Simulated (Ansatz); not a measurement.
Species: CH2O2 (charge -1, doublet). 
Geometry from a B3LYP-D3(BJ)/def2-TZVP (Ansatz, an electronic-structure program) optimisation:
```xyz
5

O      0.8954    -0.7700    -0.0197
C     -0.4590    -0.2040     0.2014
O     -0.5773     1.0372    -0.0634
H      1.3762     0.0312    -0.2770
H     -1.1675    -0.9451    -0.2667
```
Charge -1, spin multiplicity 2.

Parts of the frozen-core correlation energy in cc-pwCVTZ (Ansatz, hartree). Frozen orbitals: 3; correlated occupied orbitals by spin: 10 and 9; virtual: 144 and 145. Open shells are spin-unrestricted. No spin-orbit coupling. Non-relativistic.

```
term                            value
-------------------------  ----------
reference (HF)             -188.75653
MP2 opposite-spin            -0.48530
MP2 same-spin              (withheld)
CCSD correlation           (withheld)
(T)                        (withheld)
T1 diagnostic                   0.019
largest doubles amplitude       0.019
<S^2> of the reference          0.763
```

Task: Some entries are withheld; supply them.

Result: 
- MP2 same-spin, value: -0.17023
- CCSD correlation, value: -0.66143
- (T), value: -0.02739
